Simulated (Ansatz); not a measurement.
# H2S2Si (SMILES S[Si]S): B3LYP/6-31G(d) (Cartesian functions)

What is the vertical ionisation energy of H2S2Si at B3LYP/6-31G* (Cartesian functions)? 

Program for the calculation: Ansatz 0.2.0.

## 1. The system as given

H2S2Si: 5 atoms, total charge 0, spin state singlet. As SMILES, `S[Si]S`. The shape is that of a PBE0-D4/def2-TZVP optimisation.

Bond lengths: S1–Si2 2.140 Å, Si2–S3 2.145 Å, S1–H4 1.344 Å, S3–H5 1.346 Å. Angles: S1–Si2–S3 98.2°, Si2–S1–H4 94.8°, Si2–S3–H5 101.2°.

## 2. The energy at B3LYP/6-31G(d) (Cartesian functions)

input.yaml

```yaml
crystal:
  periodic: [false, false, false]
  atoms:
    - symbol: S
      position_ang: [-0.640700, -1.023800, -0.541200]
    - symbol: Si
      position_ang: [-0.655200, 0.968900, 0.237800]
    - symbol: S
      position_ang: [1.426500, 1.117300, 0.734200]
    - symbol: H
      position_ang: [-1.954700, -1.042200, -0.825100]
    - symbol: H
      position_ang: [1.874100, -0.093900, 0.352900]
basis:
  gaussian: {orbitals: "6-31G*"}
hamiltonian: {xc: {name: B3LYP}}
accuracy: high
output: {orbitals: {seedname: orbitals}}
```

On the command line:

```console
$ ansatz run input.yaml --threads 1 --pin off --max-ram 2610MiB --events-out events.jsonl --progress --plain --runs-dir runs
```

What it wrote:

```text
Warning: RAYON_NUM_THREADS=1 ignored (pool sized by the plan → 1); use --threads N
Functional definition: B3LYP
  name "B3LYP"
  parameter a0 = 0.2
  parameter ax = 0.72
  parameter ac = 0.81
  exchange = (1 - a0 - ax)*slater_x + ax*b88_x + a0*exact_x
  correlation = (1 - ac)*vwn_rpa_c + ac*lyp_c
1197 factors; integrals over basis functions are off by at most 3.2e-9 eV
mean field evaluation 1: about -29580.4186 eV, gradient 1.8e1 eV
mean field evaluation 2: about -29579.8852 eV, gradient 2.2e1 eV
mean field evaluation 4: about -29581.4365 eV, gradient 6.1e-1 eV
mean field evaluation 8: about -29581.5515 eV, gradient 8.0e-2 eV
mean field evaluation 16: about -29581.5516 eV, gradient 6.5e-6 eV
mean field -29581.55157509 eV, -1087.1019692889 hartree, gradient 1.6e-8 eV, S^2 0.000000; 0 other end points of the search recorded, 0 dependent functions left out
reference -29581.55160834 eV, -1087.1019705108 hartree; 24, 24 occupied and 37, 37 virtual orbitals, 1197 factors
Total energy: -29581.55160834 eV, -1087.1019705108 hartree
```

It took 2.1 s on 1 thread of AMD EPYC 9R45 (Zen 5), shared host; peak memory 0.18 GiB.

## 3. The doublet cation, same level

input.yaml

```yaml
crystal:
  periodic: [false, false, false]
  atoms:
    - {symbol: S, position_ang: [-0.640700, -1.023800, -0.541200]}
    - {symbol: Si, position_ang: [-0.655200, 0.968900, 0.237800]}
    - {symbol: S, position_ang: [1.426500, 1.117300, 0.734200]}
    - {symbol: H, position_ang: [-1.954700, -1.042200, -0.825100]}
    - {symbol: H, position_ang: [1.874100, -0.093900, 0.352900]}
basis:
  gaussian:
    orbitals: "6-31G*"
magnetization:
  spin_polarized: true
  initial_magnetization: 1
hamiltonian:
  xc: {name: B3LYP}
total_charge: 1
accuracy: high
output:
  orbitals: {seedname: orbitals}
```

On the command line:

```console
$ ansatz run input.yaml --threads 1 --pin off --max-ram 2610MiB --events-out events.jsonl --progress --plain --runs-dir runs
```

What it wrote, shortened:

```text
Warning: RAYON_NUM_THREADS=1 ignored (pool sized by the plan → 1); use --threads N
[... 7 set-up lines as earlier in the session ...]
1197 factors; integrals over basis functions are off by at most 3.2e-9 eV
mean field evaluation 1: about -29567.8569 eV, gradient 2.5e1 eV
mean field evaluation 2: about -29551.1285 eV, gradient 5.3e1 eV
mean field evaluation 4: about -29572.1267 eV, gradient 2.7e0 eV
mean field evaluation 8: about -29572.2997 eV, gradient 1.7e-1 eV
mean field evaluation 16: about -29572.2999 eV, gradient 1.9e-4 eV
mean field evaluation 32: about -29572.2999 eV, gradient 3.7e-7 eV
mean field -29572.29994403 eV, -1086.7619781182 hartree, gradient 5.7e-8 eV, S^2 0.754885; 5 other end points of the search recorded, 0 dependent functions left out
reference -29572.29997798 eV, -1086.7619793657 hartree; 24, 23 occupied and 37, 38 virtual orbitals, 1197 factors
Total energy: -29572.29997798 eV, -1086.7619793657 hartree
```

Run time: 6.3 s. Hardware: 1 thread of AMD EPYC 9R45 (Zen 5), shared host; peak memory 0.26 GiB.

## 4. What came out

At B3LYP/6-31G* (Cartesian functions):

| quantity | value |
| --- | --- |
| singlet H2S2Si: total energy | -1087.10197 Eh |
| singlet H2S2Si: HOMO energy | -6.95 eV |
| singlet H2S2Si: LUMO energy | -2.36 eV |
| singlet H2S2Si: HOMO–LUMO gap | 4.59 eV |
| doublet cation: total energy | -1086.76198 Eh |
| doublet cation: HOMO energy (highest over α and β) | -13.11 eV |
| doublet cation: LUMO energy (lowest over α and β) | -11.51 eV |
| doublet cation: ⟨S²⟩ | 0.755 |
| vertical ionisation energy (to the doublet cation) | 9.252 eV |

**Reading.** The vertical ionisation energy comes to 9.25 eV (213 kcal/mol). The negative HOMO energy of the first species, 6.95 eV, lies 2.30 eV below that difference.
